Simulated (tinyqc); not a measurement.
ROHF in the sto-3g basis, for BH, spin multiplicity 3, step by step (part 2 of 3). This run ends on a higher stationary point, not on the lowest solution. Computed by tinyqc, a small Python program that keeps every step (integrals from PySCF). Command: `OMP_NUM_THREADS=1 python tinyqc.py 23854 23855 out.jsonl` (the two numbers bound the seeds that draw the settings). One thread of a shared host (Intel(R) Xeon(R) Processor @ 2.60GHz), about 0.08 s of CPU time with the checks.

Geometry (angstrom):
```
atom         x         y         z
B     0.000000  0.000000  0.000000
H     0.000000  0.000000  2.106000
```

## Iteration 3: building the Fock matrix

D(alpha) after iteration 2, order 1B 1s, 1B 2s, 1B 2px, 1B 2py, 1B 2pz, 2H 1s:
$$\begin{pmatrix}
1.073044 & -0.271465 & 0.000000 & 0.000000 & 0.040055 & -0.039491 \\
-0.271465 & 1.009805 & 0.000000 & 0.000000 & -0.148439 & 0.122745 \\
0.000000 & 0.000000 & 0.009983 & 0.099417 & 0.000000 & 0.000000 \\
0.000000 & 0.000000 & 0.099417 & 0.990017 & 0.000000 & 0.000000 \\
0.040055 & -0.148439 & 0.000000 & 0.000000 & 0.692492 & 0.345844 \\
-0.039491 & 0.122745 & 0.000000 & 0.000000 & 0.345844 & 0.212398
\end{pmatrix}$$

D(beta) after iteration 2, order 1B 1s, 1B 2s, 1B 2px, 1B 2py, 1B 2pz, 2H 1s:
$$\begin{pmatrix}
1.072979 & -0.271155 & 0.000000 & 0.000000 & 0.033409 & -0.043035 \\
-0.271155 & 1.008327 & 0.000000 & 0.000000 & -0.116756 & 0.139639 \\
0.000000 & 0.000000 & 0.000000 & 0.000000 & 0.000000 & 0.000000 \\
0.000000 & 0.000000 & 0.000000 & 0.000000 & 0.000000 & 0.000000 \\
0.033409 & -0.116756 & 0.000000 & 0.000000 & 0.013523 & -0.016180 \\
-0.043035 & 0.139639 & 0.000000 & 0.000000 & -0.016180 & 0.019368
\end{pmatrix}$$

core Hamiltonian H = T + V (hartree), order 1B 1s, 1B 2s, 1B 2px, 1B 2py, 1B 2pz, 2H 1s:
$$\begin{pmatrix}
-12.572357 & -3.255004 & 0.000000 & 0.000000 & -0.005933 & -0.102525 \\
-3.255004 & -3.663605 & 0.000000 & 0.000000 & -0.060439 & -0.395346 \\
0.000000 & 0.000000 & -2.858233 & 0.000000 & 0.000000 & 0.000000 \\
0.000000 & 0.000000 & 0.000000 & -2.858233 & 0.000000 & 0.000000 \\
-0.005933 & -0.060439 & 0.000000 & 0.000000 & -2.889419 & -0.461549 \\
-0.102525 & -0.395346 & 0.000000 & 0.000000 & -0.461549 & -1.722671
\end{pmatrix}$$

Two-electron integrals (ij|kl) in chemists' order, unique and non-zero (hartree):
```
(11|11) 2.923513   (21|11) 0.518376   (21|21) 0.109262   (22|11) 0.744229
(22|21) 0.193177   (22|22) 0.544804   (31|31) 0.020264   (32|31) 0.029996
(32|32) 0.120346   (33|11) 0.742491   (33|21) 0.193240   (33|22) 0.544682
(33|33) 0.586773   (41|41) 0.020264   (42|41) 0.029996   (42|42) 0.120346
(43|43) 0.031630   (44|11) 0.742491   (44|21) 0.193240   (44|22) 0.544682
(44|33) 0.523513   (44|44) 0.586773   (51|51) 0.020264   (52|51) 0.029996
(52|52) 0.120346   (53|53) 0.031630   (54|54) 0.031630   (55|11) 0.742491
(55|21) 0.193240   (55|22) 0.544682   (55|33) 0.523513   (55|44) 0.523513
(55|55) 0.586773   (61|11) 0.015910   (61|21) 0.003349   (61|22) 0.005966
(61|33) 0.005941   (61|44) 0.005941   (61|51) 0.000264   (61|52) 0.000487
(61|55) 0.006020   (61|61) 0.000106   (62|11) 0.061259   (62|21) 0.016279
(62|22) 0.053800   (62|33) 0.052146   (62|44) 0.052146   (62|51) 0.001755
(62|52) 0.012530   (62|55) 0.057050   (62|61) 0.000537   (62|62) 0.009541
(63|31) 0.001235   (63|32) 0.006549   (63|53) 0.002103   (63|63) 0.000764
(64|41) 0.001235   (64|42) 0.006549   (64|54) 0.002103   (64|64) 0.000764
(65|11) 0.070628   (65|21) 0.018935   (65|22) 0.065346   (65|33) 0.062361
(65|44) 0.062361   (65|51) 0.002796   (65|52) 0.019235   (65|55) 0.071240
(65|61) 0.000640   (65|62) 0.013209   (65|65) 0.018697   (66|11) 0.251207
(66|21) 0.067649   (66|22) 0.250114   (66|33) 0.240450   (66|44) 0.240450
(66|51) 0.005909   (66|52) 0.058809   (66|55) 0.269202   (66|61) 0.002215
(66|62) 0.065798   (66|65) 0.098016   (66|66) 0.774606
```

nuclear repulsion = 1.25635615 hartree

J_ij = sum D_kl (ij|kl) with D = D(alpha) + D(beta), K_ij = sum D_kl (ik|jl) for each spin; F = H + J - K(s); E = tr D H + tr D J / 2 - 0.5 sum_s tr D(s) K(s) + E_nn.

Coulomb J (hartree), order 1B 1s, 1B 2s, 1B 2px, 1B 2py, 1B 2pz, 2H 1s:
$$\begin{pmatrix}
8.614330 & 1.749553 & 0.000000 & 0.000000 & -0.008842 & 0.053720 \\
1.749553 & 3.544513 & 0.000000 & 0.000000 & -0.026616 & 0.337287 \\
0.000000 & 0.000000 & 3.499914 & 0.006289 & 0.000000 & 0.000000 \\
0.000000 & 0.000000 & 0.006289 & 3.561910 & 0.000000 & 0.000000 \\
-0.008842 & -0.026616 & 0.000000 & 0.000000 & 3.559023 & 0.407634 \\
0.053720 & 0.337287 & 0.000000 & 0.000000 & 0.407634 & 1.648949
\end{pmatrix}$$

exchange K(alpha) (hartree), order 1B 1s, 1B 2s, 1B 2px, 1B 2py, 1B 2pz, 2H 1s:
$$\begin{pmatrix}
3.000017 & 0.571456 & 0.000000 & 0.000000 & 0.000185 & 0.020092 \\
0.571456 & 0.788806 & 0.000000 & 0.000000 & -0.051844 & 0.129031 \\
0.000000 & 0.000000 & 0.189186 & 0.055191 & 0.000000 & 0.000000 \\
0.000000 & 0.000000 & 0.055191 & 0.733245 & 0.000000 & 0.000000 \\
0.000185 & -0.051844 & 0.000000 & 0.000000 & 0.622697 & 0.181760 \\
0.020092 & 0.129031 & 0.000000 & 0.000000 & 0.181760 & 0.267597
\end{pmatrix}$$

exchange K(beta) (hartree), order 1B 1s, 1B 2s, 1B 2px, 1B 2py, 1B 2pz, 2H 1s:
$$\begin{pmatrix}
2.965754 & 0.520270 & 0.000000 & 0.000000 & -0.001050 & 0.014601 \\
0.520270 & 0.576845 & 0.000000 & 0.000000 & -0.061182 & 0.077059 \\
0.000000 & 0.000000 & 0.128920 & 0.000000 & 0.000000 & 0.000000 \\
0.000000 & 0.000000 & 0.000000 & 0.128920 & 0.000000 & 0.000000 \\
-0.001050 & -0.061182 & 0.000000 & 0.000000 & 0.137946 & 0.011675 \\
0.014601 & 0.077059 & 0.000000 & 0.000000 & 0.011675 & 0.036670
\end{pmatrix}$$

F(alpha) (hartree), order 1B 1s, 1B 2s, 1B 2px, 1B 2py, 1B 2pz, 2H 1s:
$$\begin{pmatrix}
-6.958044 & -2.076906 & 0.000000 & 0.000000 & -0.014960 & -0.068897 \\
-2.076906 & -0.907897 & 0.000000 & 0.000000 & -0.035210 & -0.187090 \\
0.000000 & 0.000000 & 0.452495 & -0.048902 & 0.000000 & 0.000000 \\
0.000000 & 0.000000 & -0.048902 & -0.029567 & 0.000000 & 0.000000 \\
-0.014960 & -0.035210 & 0.000000 & 0.000000 & 0.046907 & -0.235674 \\
-0.068897 & -0.187090 & 0.000000 & 0.000000 & -0.235674 & -0.341320
\end{pmatrix}$$

F(beta) (hartree), order 1B 1s, 1B 2s, 1B 2px, 1B 2py, 1B 2pz, 2H 1s:
$$\begin{pmatrix}
-6.923781 & -2.025721 & 0.000000 & 0.000000 & -0.013725 & -0.063406 \\
-2.025721 & -0.695937 & 0.000000 & 0.000000 & -0.025873 & -0.135118 \\
0.000000 & 0.000000 & 0.512761 & 0.006289 & 0.000000 & 0.000000 \\
0.000000 & 0.000000 & 0.006289 & 0.574757 & 0.000000 & 0.000000 \\
-0.013725 & -0.025873 & 0.000000 & 0.000000 & 0.531657 & -0.065590 \\
-0.063406 & -0.135118 & 0.000000 & 0.000000 & -0.065590 & -0.110393
\end{pmatrix}$$

total energy of this density = -24.33330366 hartree

## Iteration 3: Roothaan effective Fock matrix

overlap S, order 1B 1s, 1B 2s, 1B 2px, 1B 2py, 1B 2pz, 2H 1s:
$$\begin{pmatrix}
1.000000 & 0.269328 & 0.000000 & 0.000000 & 0.000000 & 0.008357 \\
0.269328 & 1.000000 & 0.000000 & 0.000000 & 0.000000 & 0.137660 \\
0.000000 & 0.000000 & 1.000000 & 0.000000 & 0.000000 & 0.000000 \\
0.000000 & 0.000000 & 0.000000 & 1.000000 & 0.000000 & 0.000000 \\
0.000000 & 0.000000 & 0.000000 & 0.000000 & 1.000000 & 0.181226 \\
0.008357 & 0.137660 & 0.000000 & 0.000000 & 0.181226 & 1.000000
\end{pmatrix}$$

With projectors Pc = D(beta) S, Po = (D(alpha) - D(beta)) S, Pv = 1 - D(alpha) S, the block xy is Px^T F Py; with Fc = (F(alpha) + F(beta))/2, the blocks are Fc for cc, oo, vv and cv, F(beta) for co and F(alpha) for ov.

effective F (hartree), order 1B 1s, 1B 2s, 1B 2px, 1B 2py, 1B 2pz, 2H 1s:
$$\begin{pmatrix}
-6.940910 & -2.051299 & 0.000000 & 0.000000 & -0.013592 & -0.065621 \\
-2.051299 & -0.802131 & 0.000000 & 0.000000 & -0.034858 & -0.163084 \\
0.000000 & 0.000000 & 0.482628 & -0.021306 & 0.000000 & 0.000000 \\
0.000000 & 0.000000 & -0.021306 & 0.272595 & 0.000000 & 0.000000 \\
-0.013592 & -0.034858 & 0.000000 & 0.000000 & 0.265089 & -0.136119 \\
-0.065621 & -0.163084 & 0.000000 & 0.000000 & -0.136119 & -0.197029
\end{pmatrix}$$

## Iteration 3: DIIS over 2 matrices

error matrix X^T (FDS - SDF) X:
$$\begin{pmatrix}
0.000000 & 0.008374 & 0.000000 & 0.000000 & 0.015528 & -0.045648 \\
-0.008374 & 0.000000 & 0.000000 & 0.000000 & 0.126931 & 0.138053 \\
0.000000 & 0.000000 & 0.000000 & 0.000000 & 0.000000 & 0.000000 \\
0.000000 & 0.000000 & 0.000000 & 0.000000 & 0.000000 & 0.000000 \\
-0.015528 & -0.126931 & 0.000000 & 0.000000 & 0.000000 & 0.212024 \\
0.045648 & -0.138053 & 0.000000 & 0.000000 & -0.212024 & 0.000000
\end{pmatrix}$$

B (overlaps of the stored error matrices):
$$\begin{pmatrix}
6.2318480e-02 & -8.6103842e-02 \\
-8.6103842e-02 & 1.6503791e-01
\end{pmatrix}$$

Minimise |sum c_i e_i|^2 with sum c_i = 1: solve [B -1; -1 0][c; lambda] = [0; -1] with B_ij = tr e_i^T e_j, and take F = sum c_i F_i.

DIIS coefficients: [0.628539, 0.371461]

extrapolated F (hartree), order 1B 1s, 1B 2s, 1B 2px, 1B 2py, 1B 2pz, 2H 1s:
$$\begin{pmatrix}
-7.373651 & -2.162207 & 0.000000 & 0.000000 & 0.000517 & -0.069598 \\
-2.162207 & -0.915355 & 0.000000 & 0.000000 & 0.012984 & -0.142442 \\
0.000000 & 0.000000 & 0.253031 & -0.007914 & 0.000000 & 0.000000 \\
0.000000 & 0.000000 & -0.007914 & 0.175012 & 0.000000 & 0.000000 \\
0.000517 & 0.012984 & 0.000000 & 0.000000 & 0.040109 & -0.121908 \\
-0.069598 & -0.142442 & 0.000000 & 0.000000 & -0.121908 & -0.063857
\end{pmatrix}$$

## Iteration 3: diagonalisation and new density

X, order 1B 1s, 1B 2s, 1B 2px, 1B 2py, 1B 2pz, 2H 1s:
$$\begin{pmatrix}
1.028980 & -0.142494 & 0.000000 & 0.000000 & -0.001700 & 0.010746 \\
-0.142494 & 1.036760 & 0.000000 & 0.000000 & 0.010139 & -0.073711 \\
0.000000 & 0.000000 & 1.000000 & 0.000000 & 0.000000 & 0.000000 \\
0.000000 & 0.000000 & 0.000000 & 1.000000 & 0.000000 & 0.000000 \\
-0.001700 & 0.010139 & 0.000000 & 0.000000 & 1.012809 & -0.093712 \\
0.010746 & -0.073711 & 0.000000 & 0.000000 & -0.093712 & 1.020432
\end{pmatrix}$$

Diagonalise F' = X^T F X, C = X C', fill 4 alpha and 2 beta electrons from the bottom; D(s) = C_occ C_occ^T. Each column has its largest component positive (the first on a tie).

F' = X^T F X (hartree):
$$\begin{pmatrix}
-7.192849 & -1.131893 & 0.000000 & 0.000000 & -0.006749 & 0.023660 \\
-1.131893 & -0.474334 & 0.000000 & 0.000000 & 0.031283 & -0.105454 \\
0.000000 & 0.000000 & 0.253031 & -0.007914 & 0.000000 & 0.000000 \\
0.000000 & 0.000000 & -0.007914 & 0.175012 & 0.000000 & 0.000000 \\
-0.006749 & 0.031283 & 0.000000 & 0.000000 & 0.064196 & -0.127694 \\
0.023660 & -0.105454 & 0.000000 & 0.000000 & -0.127694 & -0.025145
\end{pmatrix}$$

orbital energies (hartree): MO1 -7.378424, MO2 -0.327774, MO3 -0.094370, MO4 0.172435, MO5 0.174217, MO6 0.253826

coefficients C, order 1B 1s, 1B 2s, 1B 2px, 1B 2py, 1B 2pz, 2H 1s:
$$\begin{pmatrix}
0.992365 & -0.283489 & 0.096909 & -0.068389 & 0.000000 & 0.000000 \\
0.027167 & 0.953977 & -0.352280 & 0.256516 & 0.000000 & 0.000000 \\
0.000000 & 0.000000 & 0.000000 & 0.000000 & 0.099917 & 0.994996 \\
0.000000 & 0.000000 & 0.000000 & 0.000000 & 0.994996 & -0.099917 \\
0.000245 & 0.014895 & 0.572966 & 0.840332 & 0.000000 & 0.000000 \\
-0.002207 & 0.283493 & 0.692019 & -0.704520 & 0.000000 & 0.000000
\end{pmatrix}$$

D(alpha) after iteration 3, order 1B 1s, 1B 2s, 1B 2px, 1B 2py, 1B 2pz, 2H 1s:
$$\begin{pmatrix}
1.079223 & -0.295164 & 0.000000 & 0.000000 & -0.005924 & 0.032687 \\
-0.295164 & 1.100712 & 0.000000 & 0.000000 & 0.027930 & -0.154119 \\
0.000000 & 0.000000 & 0.000000 & 0.000000 & 0.000000 & 0.000000 \\
0.000000 & 0.000000 & 0.000000 & 0.000000 & 0.000000 & 0.000000 \\
-0.005924 & 0.027930 & 0.000000 & 0.000000 & 1.034669 & -0.191305 \\
0.032687 & -0.154119 & 0.000000 & 0.000000 & -0.191305 & 1.055612
\end{pmatrix}$$

D(beta) after iteration 3, order 1B 1s, 1B 2s, 1B 2px, 1B 2py, 1B 2pz, 2H 1s:
$$\begin{pmatrix}
1.065154 & -0.243482 & 0.000000 & 0.000000 & -0.003980 & -0.082558 \\
-0.243482 & 0.910810 & 0.000000 & 0.000000 & 0.014217 & 0.270386 \\
0.000000 & 0.000000 & 0.000000 & 0.000000 & 0.000000 & 0.000000 \\
0.000000 & 0.000000 & 0.000000 & 0.000000 & 0.000000 & 0.000000 \\
-0.003980 & 0.014217 & 0.000000 & 0.000000 & 0.000222 & 0.004222 \\
-0.082558 & 0.270386 & 0.000000 & 0.000000 & 0.004222 & 0.080373
\end{pmatrix}$$

## Iteration 4: building the Fock matrix

As before.

Coulomb J (hartree), order 1B 1s, 1B 2s, 1B 2px, 1B 2py, 1B 2pz, 2H 1s:
$$\begin{pmatrix}
8.247702 & 1.655665 & 0.000000 & 0.000000 & 0.008175 & 0.051166 \\
1.655665 & 3.318964 & 0.000000 & 0.000000 & 0.072025 & 0.354078 \\
0.000000 & 0.000000 & 3.282772 & 0.000000 & 0.000000 & 0.000000 \\
0.000000 & 0.000000 & 0.000000 & 3.282772 & 0.000000 & 0.000000 \\
0.008175 & 0.072025 & 0.000000 & 0.000000 & 3.378711 & 0.445148 \\
0.051166 & 0.354078 & 0.000000 & 0.000000 & 0.445148 & 2.110698
\end{pmatrix}$$

exchange K(alpha) (hartree), order 1B 1s, 1B 2s, 1B 2px, 1B 2py, 1B 2pz, 2H 1s:
$$\begin{pmatrix}
2.990361 & 0.550014 & 0.000000 & 0.000000 & 0.000030 & 0.017860 \\
0.550014 & 0.717828 & 0.000000 & 0.000000 & 0.005276 & 0.096120 \\
0.000000 & 0.000000 & 0.167418 & 0.000000 & 0.000000 & 0.000000 \\
0.000000 & 0.000000 & 0.000000 & 0.167418 & 0.000000 & 0.000000 \\
0.000030 & 0.005276 & 0.000000 & 0.000000 & 0.730477 & 0.126707 \\
0.017860 & 0.096120 & 0.000000 & 0.000000 & 0.126707 & 0.790419
\end{pmatrix}$$

exchange K(beta) (hartree), order 1B 1s, 1B 2s, 1B 2px, 1B 2py, 1B 2pz, 2H 1s:
$$\begin{pmatrix}
2.960278 & 0.521029 & 0.000000 & 0.000000 & -0.000374 & 0.013950 \\
0.521029 & 0.545829 & 0.000000 & 0.000000 & 0.029298 & 0.118357 \\
0.000000 & 0.000000 & 0.120013 & 0.000000 & 0.000000 & 0.000000 \\
0.000000 & 0.000000 & 0.000000 & 0.120013 & 0.000000 & 0.000000 \\
-0.000374 & 0.029298 & 0.000000 & 0.000000 & 0.128763 & 0.040238 \\
0.013950 & 0.118357 & 0.000000 & 0.000000 & 0.040238 & 0.107218
\end{pmatrix}$$

F(alpha) (hartree), order 1B 1s, 1B 2s, 1B 2px, 1B 2py, 1B 2pz, 2H 1s:
$$\begin{pmatrix}
-7.315016 & -2.149353 & 0.000000 & 0.000000 & 0.002213 & -0.069219 \\
-2.149353 & -1.062469 & 0.000000 & 0.000000 & 0.006310 & -0.137388 \\
0.000000 & 0.000000 & 0.257122 & 0.000000 & 0.000000 & 0.000000 \\
0.000000 & 0.000000 & 0.000000 & 0.257122 & 0.000000 & 0.000000 \\
0.002213 & 0.006310 & 0.000000 & 0.000000 & -0.241185 & -0.143108 \\
-0.069219 & -0.137388 & 0.000000 & 0.000000 & -0.143108 & -0.402393
\end{pmatrix}$$

F(beta) (hartree), order 1B 1s, 1B 2s, 1B 2px, 1B 2py, 1B 2pz, 2H 1s:
$$\begin{pmatrix}
-7.284933 & -2.120368 & 0.000000 & 0.000000 & 0.002616 & -0.065309 \\
-2.120368 & -0.890470 & 0.000000 & 0.000000 & -0.017712 & -0.159626 \\
0.000000 & 0.000000 & 0.304527 & 0.000000 & 0.000000 & 0.000000 \\
0.000000 & 0.000000 & 0.000000 & 0.304527 & 0.000000 & 0.000000 \\
0.002616 & -0.017712 & 0.000000 & 0.000000 & 0.360528 & -0.056638 \\
-0.065309 & -0.159626 & 0.000000 & 0.000000 & -0.056638 & 0.280809
\end{pmatrix}$$

total energy of this density = -24.56985637 hartree

## Iteration 4: Roothaan effective Fock matrix

As before.

effective F (hartree), order 1B 1s, 1B 2s, 1B 2px, 1B 2py, 1B 2pz, 2H 1s:
$$\begin{pmatrix}
-7.300085 & -2.132839 & 0.000000 & 0.000000 & 0.001537 & -0.072404 \\
-2.132839 & -1.001408 & 0.000000 & 0.000000 & -0.007755 & -0.111853 \\
0.000000 & 0.000000 & 0.280825 & 0.000000 & 0.000000 & 0.000000 \\
0.000000 & 0.000000 & 0.000000 & 0.280825 & 0.000000 & 0.000000 \\
0.001537 & -0.007755 & 0.000000 & 0.000000 & 0.059548 & -0.097109 \\
-0.072404 & -0.111853 & 0.000000 & 0.000000 & -0.097109 & -0.021302
\end{pmatrix}$$

## Iteration 4: DIIS over 3 matrices

error matrix X^T (FDS - SDF) X:
$$\begin{pmatrix}
0.000000 & -0.001638 & 0.000000 & 0.000000 & -0.002694 & 0.017389 \\
0.001638 & 0.000000 & 0.000000 & 0.000000 & 0.012917 & -0.077414 \\
0.000000 & 0.000000 & 0.000000 & 0.000000 & 0.000000 & 0.000000 \\
0.000000 & 0.000000 & 0.000000 & 0.000000 & 0.000000 & 0.000000 \\
0.002694 & -0.012917 & 0.000000 & 0.000000 & 0.000000 & -0.008100 \\
-0.017389 & 0.077414 & 0.000000 & 0.000000 & 0.008100 & 0.000000
\end{pmatrix}$$

B (overlaps of the stored error matrices):
$$\begin{pmatrix}
6.2318480e-02 & -8.6103842e-02 & 2.1065953e-02 \\
-8.6103842e-02 & 1.6503791e-01 & -2.3228592e-02 \\
2.1065953e-02 & -2.3228592e-02 & 1.3075502e-02
\end{pmatrix}$$

As before.

DIIS coefficients: [0.317965, 0.261997, 0.420038]

extrapolated F (hartree), order 1B 1s, 1B 2s, 1B 2px, 1B 2py, 1B 2pz, 2H 1s:
$$\begin{pmatrix}
-7.310692 & -2.141655 & 0.000000 & 0.000000 & -0.000100 & -0.070482 \\
-2.141655 & -0.943113 & 0.000000 & 0.000000 & 0.000729 & -0.131123 \\
0.000000 & 0.000000 & 0.281714 & -0.005582 & 0.000000 & 0.000000 \\
0.000000 & 0.000000 & -0.005582 & 0.226686 & 0.000000 & 0.000000 \\
-0.000100 & 0.000729 & 0.000000 & 0.000000 & 0.064941 & -0.112544 \\
-0.070482 & -0.131123 & 0.000000 & 0.000000 & -0.112544 & -0.055848
\end{pmatrix}$$

## Iteration 4: diagonalisation and new density

As before.

F' = X^T F X (hartree):
$$\begin{pmatrix}
-7.132835 & -1.114340 & 0.000000 & 0.000000 & -0.005184 & 0.019852 \\
-1.114340 & -0.510936 & 0.000000 & 0.000000 & 0.016642 & -0.090092 \\
0.000000 & 0.000000 & 0.281714 & -0.005582 & 0.000000 & 0.000000 \\
0.000000 & 0.000000 & -0.005582 & 0.226686 & 0.000000 & 0.000000 \\
-0.005184 & 0.016642 & 0.000000 & 0.000000 & 0.087687 & -0.119915 \\
0.019852 & -0.090092 & 0.000000 & 0.000000 & -0.119915 & -0.020445
\end{pmatrix}$$

orbital energies (hartree): MO1 -7.315333, MO2 -0.354472, MO3 -0.080460, MO4 0.173735, MO5 0.226126, MO6 0.282275

coefficients C, order 1B 1s, 1B 2s, 1B 2px, 1B 2py, 1B 2pz, 2H 1s:
$$\begin{pmatrix}
0.992419 & -0.291449 & 0.083854 & -0.048517 & 0.000000 & 0.000000 \\
0.026979 & 0.983915 & -0.310923 & 0.187679 & 0.000000 & 0.000000 \\
0.000000 & 0.000000 & 0.000000 & 0.000000 & 0.099917 & 0.994996 \\
0.000000 & 0.000000 & 0.000000 & 0.000000 & 0.994996 & -0.099917 \\
0.000345 & 0.022287 & 0.511332 & 0.879040 & 0.000000 & 0.000000 \\
-0.002035 & 0.208958 & 0.756550 & -0.663006 & 0.000000 & 0.000000
\end{pmatrix}$$

D(alpha) after iteration 4, order 1B 1s, 1B 2s, 1B 2px, 1B 2py, 1B 2pz, 2H 1s:
$$\begin{pmatrix}
1.079223 & -0.295164 & 0.000000 & 0.000000 & -0.005924 & 0.032687 \\
-0.295164 & 1.100712 & 0.000000 & 0.000000 & 0.027930 & -0.154119 \\
0.000000 & 0.000000 & 0.000000 & 0.000000 & 0.000000 & 0.000000 \\
0.000000 & 0.000000 & 0.000000 & 0.000000 & 0.000000 & 0.000000 \\
-0.005924 & 0.027930 & 0.000000 & 0.000000 & 1.034669 & -0.191305 \\
0.032687 & -0.154119 & 0.000000 & 0.000000 & -0.191305 & 1.055612
\end{pmatrix}$$

D(beta) after iteration 4, order 1B 1s, 1B 2s, 1B 2px, 1B 2py, 1B 2pz, 2H 1s:
$$\begin{pmatrix}
1.069837 & -0.259987 & 0.000000 & 0.000000 & -0.006153 & -0.062920 \\
-0.259987 & 0.968816 & 0.000000 & 0.000000 & 0.021938 & 0.205542 \\
0.000000 & 0.000000 & 0.000000 & 0.000000 & 0.000000 & 0.000000 \\
0.000000 & 0.000000 & 0.000000 & 0.000000 & 0.000000 & 0.000000 \\
-0.006153 & 0.021938 & 0.000000 & 0.000000 & 0.000497 & 0.004656 \\
-0.062920 & 0.205542 & 0.000000 & 0.000000 & 0.004656 & 0.043668
\end{pmatrix}$$
